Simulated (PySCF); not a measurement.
Molecule: 4-chlorobutanal, C4H7ClO.

Geometry:
```csv
atom,x (Å),y (Å),z (Å)
O1,-1.900,-0.420,-1.013
C2,-1.782,-0.126,0.148
C3,-0.532,0.426,0.768
C4,0.633,0.585,-0.193
C5,1.216,-0.725,-0.686
Cl6,1.861,-1.720,0.661
H7,-2.643,-0.249,0.857
H8,-0.805,1.391,1.232
H9,-0.258,-0.229,1.615
H10,1.428,1.176,0.287
H11,0.300,1.146,-1.082
H12,2.054,-0.549,-1.373
H13,0.458,-1.329,-1.199
```

Geometry PBE0-D3(BJ)/def2-SVP throughout; GIAO in PySCF 2.14, gas phase, one conformer, non-relativistic; equivalent atoms averaged; functional PBE0.

Question: How do the absolute shieldings σ depend on the basis set? (a selection of nuclei; ppm; last column core-seconds on shared hosts with different chips, so compare them loosely)

Answer: 
```csv
basis set,functions,O1,C2,C5,C3,Cl6,H7,H12/H13,H8/H9,H10/H11,core-s
STO-3G,41,-268.1,100.1,187.4,200.7,1011.7,22.98,30.16,30.19,30.99,3.4
6-31G,72,-340.8,4.9,154.1,159.9,916.5,21.93,28.95,29.78,30.73,6.8
pcSseg-0,72,-429.4,-24.0,143.4,150.0,927.3,22.38,29.39,29.99,30.97,6
6-31G*,102,-282.6,5.7,150.0,156.9,904.8,22.10,28.45,29.47,30.24,10
def2-SVP,123,-303.8,-0.6,148.0,155.6,926.3,21.83,27.92,28.91,29.78,12
cc-pVDZ,123,-302.0,2.2,148.5,156.3,911.3,21.48,27.77,28.81,29.58,12
pcSseg-1,144,-355.5,-21.0,135.3,143.0,887.2,21.44,27.61,28.66,29.53,10
aug-cc-pVDZ,205,-285.6,-3.6,146.9,154.4,905.1,21.14,27.56,28.46,29.42,25
"6-311+G(2d,p)",212,-325.2,-17.5,137.8,145.1,880.4,21.31,27.75,28.67,29.62,30
def2-TZVP,234,-330.6,-18.8,137.8,144.6,871.7,21.35,27.77,28.69,29.63,39
cc-pVTZ,282,-327.8,-16.5,138.6,145.9,894.4,21.24,27.56,28.52,29.43,41
IGLO-III,289,-343.1,-26.3,134.4,140.7,879.1,21.21,27.59,28.49,29.47,39
pcSseg-2,321,-345.4,-27.3,133.9,140.9,876.8,21.17,27.50,28.45,29.39,56
```

Question: Which nucleus among those listed moves most, in ppm?

Answer: O1 (aldehyde oxygen): from -429.4 ppm with pcSseg-0 to -268.1 ppm with STO-3G. The smallest spread is 1.60 ppm, at H10/H11. Proton shifts span only some 12 ppm, so a few tenths of a ppm matter as much there as several ppm in carbon.

Question: Taking the largest basis, pcSseg-2 (321 functions), as the yardstick, rank the others by their worst heavy-atom deviation.

Answer: IGLO-III 2.3 ppm (289 functions), pcSseg-1 10.4 ppm (144 functions), def2-TZVP 14.8 ppm (234 functions), cc-pVTZ 17.6 ppm (282 functions), 6-311+G(2d,p) 20.2 ppm (212 functions), 6-31G 39.7 ppm (72 functions), cc-pVDZ 43.5 ppm (123 functions), def2-SVP 49.5 ppm (123 functions), aug-cc-pVDZ 59.8 ppm (205 functions), 6-31G* 62.8 ppm (102 functions), pcSseg-0 83.9 ppm (72 functions), STO-3G 134.9 ppm (41 functions).

A small basis that lands close on one nucleus may do so by chance; judge by the trend and by all nuclei.
